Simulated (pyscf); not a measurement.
Elimination: H₂N–Nb(Cl)(Cl)(Cl)–Cl → HN=Nb(Cl)(Cl)–Cl + hydrogen chloride (HCl)

Gas phase, singlet surface, charge 0. Bonds broken: N1–H7, Nb2–Cl3. Bonds formed: Cl3–H7. Optimised with ωB97X-D3(BJ)/def2-SVP in PySCF.

Transition state (Å):

```xyz
8

N     -0.6057     0.1710     1.4893
Nb     0.0217     0.1874    -0.1761
Cl    -2.4460    -0.9249    -0.3169
Cl    -0.9065     1.8334    -1.4654
Cl     0.7287    -1.8696    -0.8836
Cl     2.0658     1.1287     0.0793
H     -1.7057    -0.4049     0.9141
H     -0.6728     0.2963     2.4964
```

One imaginary mode, 1274i cm⁻¹; descent along it reached the two sides named.

| bond | change | reactant side (Å) | saddle | product side |
|---|---|---|---|---|
| N1–H7 | breaks | 1.017 | 1.368 | 2.8 |
| Nb2–Cl3 | breaks | 2.314 | 2.7 | 3.0 |
| Cl3–H7 | forms | 2.7 | 1.528 | 1.285 |

Electronic energies relative to the reactant's lowest minimum found (kcal/mol):

```json
[
 {"level": "ωB97X-D3(BJ)/def2-TZVP", "barrier": "34.9", "reaction energy": "+27.1", "reverse barrier": "7.8"},
 {"level": "PBE/def2-TZVP", "barrier": "30.0", "reaction energy": "+23.7", "reverse barrier": "6.3"},
 {"level": "r²SCAN/def2-TZVP", "barrier": "32.6", "reaction energy": "+27.3", "reverse barrier": "5.3"},
 {"level": "B3LYP-D3(BJ)/def2-TZVP", "barrier": "33.8", "reaction energy": "+25.3", "reverse barrier": "8.5"},
 {"level": "PBE0-D3(BJ)/def2-TZVP", "barrier": "32.3", "reaction energy": "+25.8", "reverse barrier": "6.5"},
 {"level": "M06-2X/def2-TZVP", "barrier": "33.4", "reaction energy": "+22.9", "reverse barrier": "10.5"},
 {"level": "ωB97M-D3(BJ)/def2-TZVP", "barrier": "33.3", "reaction energy": "+21.4", "reverse barrier": "11.9"},
 {"level": "HF/def2-TZVP", "barrier": "43.5", "reaction energy": "+15.6", "reverse barrier": "28.0"}
]
```

With ωB97M-D3(BJ)/def2-TZVP energies and thermal terms (ideal gas, 1 atm, RRHO with modes under 100 cm⁻¹ raised to 100, one conformer, R ln 2 for chiral ones without a mode under 150 cm⁻¹), in kcal/mol:

```csv
T (K),ΔH‡,ΔG‡,ΔH,ΔG
298,28.7,28.3,+18.1,+7.6
600,28.5,27.9,+17.8,-2.9
900,28.3,27.7,+17.2,-13.2
1200,28.2,27.5,+16.6,-23.2
```

One saddle was located; it need not be the lowest between these sides. Elements past Kr carry the def2 core potentials, without spin-orbit coupling.
